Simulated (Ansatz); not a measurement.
## Energy profile

The step: SiH₄S ([SiH3][SH]) + PH₃ → SiPH₅ ([SiH3][PH2]) + H₂S; bonds formed: Si1–P7, S2–H6; bonds broken: Si1–S2, H6–P7 (atoms numbered as in the saddle structure below).

Si1  (-0.713, 0.747, -0.571)
S2  (0.148, 0.863, 1.716)
H3  (-0.197, 0.495, -1.951)
H4  (-0.677, 2.245, -0.553)
H5  (-2.111, 0.337, -0.315)
H6  (0.280, -0.436, 0.907)
P7  (0.099, -1.692, -0.501)
H8  (1.359, 1.244, 1.276)
H9  (1.477, -1.459, -0.754)
H10  (0.335, -2.344, 0.746)
(Å)

Electronic energies by CCSD(T) at an estimated basis limit (MP2 extrapolated from triple and quadruple zeta, plus CCSD(T) − MP2 in triple zeta), on PBE0-D4/def2-TZVP structures; SiPH7S, closed shell; no counterpoise correction. Computed with Ansatz 0.2.0 (basis: def2-TZVPP and def2-QZVPP); correlated methods freeze the cores. Extrapolation: Hartree–Fock as exp(−7.88 √X), correlation as X^−2.97.

(1) Give the profile in eV, counted from the separated reactants. (To be estimated.)

No T1 diagnostic of these runs exceeds 0.015.

## Answers

(1) Computed:
```tsv
point	eV
separated: SiH4S (linked as [SiH3][SH]; Si1, S2, H3, H4, H5, H8; singlet) + PH3 (H6, P7, H9, H10; singlet)	0.000
start structure	-0.089
saddle	2.616
end structure	0.282
separated: SiPH5 (linked as [SiH3][PH2]; Si1, H3, H4, H5, P7, H9, H10; singlet) + H2S (S2, H6, H8; singlet)	0.358
```

For scale, one of the runs: CCSD(T)/def2-TZVPP, 224 basis functions, launched by `ansatz run in.yaml --threads 4 --pin off --events-out ev --progress --plain --max-ram 9574MiB`. Hardware: 4 CPU threads of an Arm Neoverse V1, shared host. Wall time 53 s; peak host memory 3.2 GiB.
